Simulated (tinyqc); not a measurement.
Worked calculation (part 3 of 3): UKS/LDA (PW92) in the sto-3g basis, for H2O+, spin multiplicity 2. Computed by tinyqc, a small Python program that keeps every step (integrals from PySCF). Command: `OMP_NUM_THREADS=1 python tinyqc.py 30635 30636 out.jsonl` (the two numbers bound the seeds that draw the settings). One thread of a shared host (Intel(R) Xeon(R) Processor @ 2.60GHz), about 2 s of CPU time with the checks.

Geometry (angstrom):
```
atom         x          y         z
O     0.000000   0.000000  0.000000
H     0.000000   0.759000  0.497000
H     0.000000  -0.822000  0.539000
```

## Iteration 46 (converged): orbitals

converged F(alpha) (hartree):
```
             1O 1s      1O 2s     1O 2px     1O 2py     1O 2pz      2H 1s      3H 1s
1O 1s   -19.050495  -4.937409   0.000000  -0.001787  -0.020318  -1.277410  -1.068839
1O 2s    -4.937409  -2.586751   0.000000  -0.019267  -0.181739  -1.126563  -0.990615
1O 2px    0.000000   0.000000  -0.768709   0.000000   0.000000   0.000000   0.000000
1O 2py   -0.001787  -0.019267   0.000000  -0.857555  -0.009549  -0.456580   0.416600
1O 2pz   -0.020318  -0.181739   0.000000  -0.009549  -0.761502  -0.352012  -0.324675
2H 1s    -1.277410  -1.126563   0.000000  -0.456580  -0.352012  -0.935120  -0.402859
3H 1s    -1.068839  -0.990615   0.000000   0.416600  -0.324675  -0.402859  -0.848689
```

converged F(beta) (hartree):
```
             1O 1s      1O 2s     1O 2px     1O 2py     1O 2pz      2H 1s      3H 1s
1O 1s   -19.031595  -4.923633   0.000000  -0.001796  -0.019783  -1.274081  -1.066047
1O 2s    -4.923633  -2.520797   0.000000  -0.019390  -0.179575  -1.106249  -0.973159
1O 2px    0.000000   0.000000  -0.648475   0.000000   0.000000   0.000000   0.000000
1O 2py   -0.001796  -0.019390   0.000000  -0.817592  -0.009730  -0.450473   0.411242
1O 2pz   -0.019783  -0.179575   0.000000  -0.009730  -0.723279  -0.347645  -0.320880
2H 1s    -1.274081  -1.106249   0.000000  -0.450473  -0.347645  -0.928365  -0.397686
3H 1s    -1.066047  -0.973159   0.000000   0.411242  -0.320880  -0.397686  -0.845167
```

X:
```
            1O 1s      1O 2s    1O 2px     1O 2py     1O 2pz      2H 1s      3H 1s
1O 1s    1.024282  -0.144400  0.000000  -0.001279  -0.009538   0.023500   0.021513
1O 2s   -0.144400   1.263162  0.000000   0.022315   0.106341  -0.339487  -0.278263
1O 2px   0.000000   0.000000  1.000000   0.000000   0.000000   0.000000   0.000000
1O 2py  -0.001279   0.022315  0.000000   1.131268   0.008224  -0.263892   0.234320
1O 2pz  -0.009538   0.106341  0.000000   0.008224   1.046899  -0.147219  -0.126337
2H 1s    0.023500  -0.339487  0.000000  -0.263892  -0.147219   1.247218  -0.083334
3H 1s    0.021513  -0.278263  0.000000   0.234320  -0.126337  -0.083334   1.192641
```

Diagonalise F' = X^T F X, C = X C', fill 5 alpha and 4 beta electrons from the bottom; D(s) = C_occ C_occ^T. Each column has its largest component positive (the first on a tie).

F' = X^T F X (alpha) (hartree):
```
            1          2          3          4          5          6          7
1  -18.676277  -2.582540   0.000000  -0.000542  -0.029800  -0.217961  -0.156431
2   -2.582540  -1.533556   0.000000   0.004620  -0.059312  -0.404460  -0.337163
3    0.000000   0.000000  -0.768709   0.000000   0.000000   0.000000   0.000000
4   -0.000542   0.004620   0.000000  -0.665233   0.000936  -0.314283   0.283151
5   -0.029800  -0.059312   0.000000   0.000936  -0.694329  -0.191271  -0.166965
6   -0.217961  -0.404460   0.000000  -0.314283  -0.191271  -0.437632  -0.082851
7   -0.156431  -0.337163   0.000000   0.283151  -0.166965  -0.082851  -0.456329
```

orbital energies (alpha) (hartree): MO1 -19.063299, MO2 -1.452829, MO3 -0.961938, MO4 -0.768709, MO5 -0.734646, MO6 -0.195651, MO7 -0.054993

coefficients C (alpha):
```
              MO1        MO2        MO3        MO4        MO5        MO6        MO7
1O 1s    0.992526  -0.241225   0.011658   0.000001   0.101939   0.125041   0.040635
1O 2s    0.034090   0.871052  -0.056577  -0.000003  -0.477871  -0.854718  -0.314513
1O 2px   0.000000   0.000000   0.000000   1.000000  -0.000007   0.000000   0.000000
1O 2py   0.000781   0.030663   0.721219   0.000000  -0.009537   0.231816  -0.911016
1O 2pz   0.004985   0.229348   0.000763   0.000006   0.858285  -0.569341  -0.177961
2H 1s   -0.009209   0.121261   0.322019   0.000001   0.167920   0.592089   1.127990
3H 1s   -0.007757   0.095357  -0.331614   0.000001   0.179161   1.024390  -0.614412
```

F' = X^T F X (beta) (hartree):
```
            1          2          3          4          5          6          7
1  -18.659106  -2.578594   0.000000  -0.000523  -0.029498  -0.218567  -0.157026
2   -2.578594  -1.459625   0.000000   0.005030  -0.053307  -0.402606  -0.335749
3    0.000000   0.000000  -0.648475   0.000000   0.000000   0.000000   0.000000
4   -0.000523   0.005030   0.000000  -0.620587   0.000956  -0.316436   0.285125
5   -0.029498  -0.053307   0.000000   0.000956  -0.654294  -0.192338  -0.168004
6   -0.218567  -0.402606   0.000000  -0.316436  -0.192338  -0.438792  -0.082237
7   -0.157026  -0.335749   0.000000   0.285125  -0.168004  -0.082237  -0.459168
```

orbital energies (beta) (hartree): MO1 -19.043799, MO2 -1.397953, MO3 -0.936260, MO4 -0.697125, MO5 -0.648475, MO6 -0.178520, MO7 -0.037915

coefficients C (beta):
```
              MO1        MO2        MO3        MO4        MO5        MO6        MO7
1O 1s    0.992723  -0.235789   0.011597   0.107219   0.000000   0.128632   0.042886
1O 2s    0.033218   0.841357  -0.055884  -0.502487   0.000001  -0.866067  -0.325949
1O 2px   0.000000   0.000000   0.000000   0.000001   1.000000   0.000000   0.000000
1O 2py   0.000761   0.031468   0.696300  -0.005816   0.000000   0.246620  -0.926390
1O 2pz   0.004838   0.229246  -0.001497   0.847658  -0.000001  -0.582686  -0.185668
2H 1s   -0.008948   0.146068   0.342157   0.175210   0.000000   0.580925   1.123812
3H 1s   -0.007539   0.115964  -0.358155   0.187036   0.000000   1.021523  -0.598185
```

D(alpha) after iteration 46:
```
            1O 1s      1O 2s    1O 2px     1O 2py     1O 2pz      2H 1s      3H 1s
1O 1s    1.053826  -0.225658  0.000000   0.000814   0.037125  -0.017520  -0.016304
1O 2s   -0.225658   0.991456  0.000000  -0.009512  -0.210248   0.006848   0.015942
1O 2px   0.000000   0.000000  1.000000   0.000000   0.000000   0.000000   0.000000
1O 2py   0.000814  -0.009512  0.000000   0.521188  -0.000599   0.234356  -0.237957
1O 2pz   0.037125  -0.210248  0.000000  -0.000599   0.789279   0.172134   0.175349
2H 1s   -0.017520   0.006848  0.000000   0.234356   0.172134   0.146682  -0.065067
3H 1s   -0.016304   0.015942  0.000000  -0.237957   0.175349  -0.065067   0.151220
```

D(beta) after iteration 46:
```
            1O 1s      1O 2s     1O 2px     1O 2py     1O 2pz      2H 1s      3H 1s
1O 1s    1.052727  -0.219930   0.000000   0.000788   0.041617  -0.020570  -0.018927
1O 2s   -0.219930   0.964602  -0.000001  -0.009489  -0.232815   0.015436   0.023349
1O 2px   0.000000  -0.000001   0.000000   0.000000   0.000001   0.000000   0.000000
1O 2py   0.000788  -0.009489   0.000000   0.485859   0.001245   0.241814  -0.246828
1O 2pz   0.041617  -0.232815   0.000001   0.001245   0.771103   0.181448   0.185626
2H 1s   -0.020570   0.015436   0.000000   0.241814   0.181448   0.169186  -0.072769
3H 1s   -0.018927   0.023349   0.000000  -0.246828   0.185626  -0.072769   0.176762
```

## Convergence

Stop when the energy changes by less than 1e-10 hartree and every element of the error matrix X^T (F D S - S D F) X (for each spin) is below 3e-06.

Course of the cycle:
```
iteration   E (hartree)     change  largest element of the error matrix
1          -57.11538103          -                             6.44e+00
2          -73.85893542  -1.67e+01                             2.80e-01
3          -74.12329608  -2.64e-01                             2.29e-01
4          -74.25135699  -1.28e-01                             1.55e-01
5          -74.29661342  -4.53e-02                             1.26e-01
6          -74.32761685  -3.10e-02                             9.06e-02
7          -74.34166461  -1.40e-02                             7.26e-02
8          -74.35111128  -9.45e-03                             5.36e-02
9          -74.35593611  -4.82e-03                             4.23e-02
10         -74.35904806  -3.11e-03                             3.18e-02
11         -74.36074230  -1.69e-03                             2.49e-02
12         -74.36180047  -1.06e-03                             1.89e-02
13         -74.36239726  -5.97e-04                             1.47e-02
14         -74.36276216  -3.65e-04                             1.12e-02
...                 ...        ...                                  ...
33         -74.36328003  -1.66e-08                             7.63e-05
34         -74.36328004  -9.83e-09                             5.86e-05
35         -74.36328005  -5.81e-09                             4.51e-05
36         -74.36328005  -3.44e-09                             3.47e-05
37         -74.36328005  -2.03e-09                             2.67e-05
38         -74.36328005  -1.20e-09                             2.05e-05
39         -74.36328005  -7.11e-10                             1.58e-05
40         -74.36328005  -4.20e-10                             1.21e-05
41         -74.36328006  -2.49e-10                             9.33e-06
42         -74.36328006  -1.47e-10                             7.17e-06
43         -74.36328006  -8.69e-11                             5.51e-06
44         -74.36328006  -5.14e-11                             4.24e-06
45         -74.36328006  -3.05e-11                             3.26e-06
46         -74.36328006  -1.80e-11                             2.51e-06
```

PySCF UKS in the same basis, fine grid, after a stability check = -74.36067557 hartree

Converged in 46 iterations. The coarse grid moves the energy by -2.60e-03 hartree.

## Populations, bond orders and dipole

overlap S:
```
           1O 1s     1O 2s    1O 2px     1O 2py    1O 2pz     2H 1s      3H 1s
1O 1s   1.000000  0.236704  0.000000   0.000000  0.000000  0.060741   0.050772
1O 2s   0.236704  1.000000  0.000000   0.000000  0.000000  0.508132   0.458057
1O 2px  0.000000  0.000000  1.000000   0.000000  0.000000  0.000000   0.000000
1O 2py  0.000000  0.000000  0.000000   1.000000  0.000000  0.343172  -0.321420
1O 2pz  0.000000  0.000000  0.000000   0.000000  1.000000  0.224712   0.210761
2H 1s   0.060741  0.508132  0.000000   0.343172  0.224712  1.000000   0.228179
3H 1s   0.050772  0.458057  0.000000  -0.321420  0.210761  0.228179   1.000000
```

Mulliken: Z minus the diagonal of D S on the atom; Loewdin: the same with S^(1/2) D S^(1/2); Mayer order: 2 sum_s sum (D(s) S)_ij (D(s) S)_ji over the two atoms.

Charges (e):
```
atom  Mulliken   Loewdin  Mulliken spin
1O    0.080927  0.305049       1.061639
2H    0.463711  0.339748      -0.029578
3H    0.455362  0.355203      -0.032061
```

Mayer bond orders:
```
pair     order
2-1   0.766357
3-1   0.773877
3-2   0.017740
```

dipole moment about the origin, x y z (debye): 0.000002  -0.128508  2.729087

<S^2> of the determinant (pure state: 0.75) = 0.751384
